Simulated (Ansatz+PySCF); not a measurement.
The numbers below are computed, except where a source is named.
## PySCF 2.14.0 run

```python
from pyscf import gto, scf, mp

mol = gto.M(atom="""
C 0.000000 0.000000 -0.621690
C 0.000000 0.000000 0.621690
H 0.000000 0.000000 1.651330
H 0.000000 0.000000 -1.651330
""", basis='cc-pvtz', charge=1, spin=1)
mf = scf.UHF(mol)
mf.kernel()
pt = mp.MP2(mf, frozen=2).run()
print(mf.e_tot, pt.e_corr, pt.e_tot)
```

The script is written out from the run's settings.

Results

```yaml
Converged: yes
Reference_energy: -76.48771 hartree
Correlation_energy: -0.24684 hartree
Total_energy: -76.73455 hartree
Spin_squared_of_the_determinant: 0.755
```

Caution: MP2 on this radical cation hangs on the determinant chosen.
